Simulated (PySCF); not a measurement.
Compound: C3H4F2S.
SMILES with atom numbers: `[CH2:1]=[C:2]([F:3])[S:4][CH2:5][F:6]` (hydrogens: H7, H8 on C1; H9, H10 on C5)

Method: TDDFT B3LYP/def2-SVPD, vertical, gas phase, core orbitals frozen in the response in PySCF. The structure is a single PBE0-D3(BJ)/def2-SVP conformer in the gas phase; no vibrational or solvent corrections. Torsions of this conformer, `[CH2:1]=[C:2]([F:3])[S:4][CH2:5][F:6]`: C1–C2–S4–C5 -25°, C2–S4–C5–F6 76°.

Frontier orbitals with the atoms that hold most of them (Löwdin shares over 4%, at most four atoms; ? is withheld):

```
orbital  ε (eV)                           atoms
 HOMO-3  -10.25  F6 33%, C5 17%, S4 16%, F3 12%
 HOMO-2   -9.52   S4 45%, F6 15%, C5 14%, C2 9%
 HOMO-1   -8.66                               ?
   HOMO   -6.89                               ?
   LUMO   -0.58   C2 27%, C1 24%, S4 20%, C5 8%
 LUMO+1   -0.10    S4 47%, C2 14%, C5 8%, C1 7%
 LUMO+2    0.45  S4 35%, C1 14%, C5 13%, C2 10%
```

Problem. Which atoms hold the HOMO, and with what shares?

Solution. S4 (bonded to 2 C) 38%; C1 (bonded to C and 2 H) 27%; C2 (bonded to C, F and S) 19%; C5 (bonded to F, S and 2 H) 5%. By element: carbon 51%, sulfur 38%.

Problem. Give the leading atoms of the HOMO-1.

Solution. S4 (bonded to 2 C) 36%; C2 (bonded to C, F and S) 21%; F3 (bonded to C) 15%; C1 (bonded to C and 2 H) 14%. By element: sulfur 36%, carbon 35% or more, fluorine 15% or more.

Problem. How does S1 compare with the orbital gap of 6.31 eV?

Solution. S1 is at 5.46 eV (f = 0.026), 0.85 eV below the gap, made of HOMO→LUMO (50%), HOMO→LUMO+1 (44%). 

Next come S2 at 5.99 eV (f 0.156), HOMO→LUMO+1 (49%), HOMO→LUMO (40%); S3 at 6.39 eV (f 0.014), HOMO→LUMO+2 (97%); S4 at 6.78 eV (f 0.031), HOMO→LUMO+3 (96%); S5 at 6.96 eV (f 0.015), HOMO→LUMO+4 (91%).
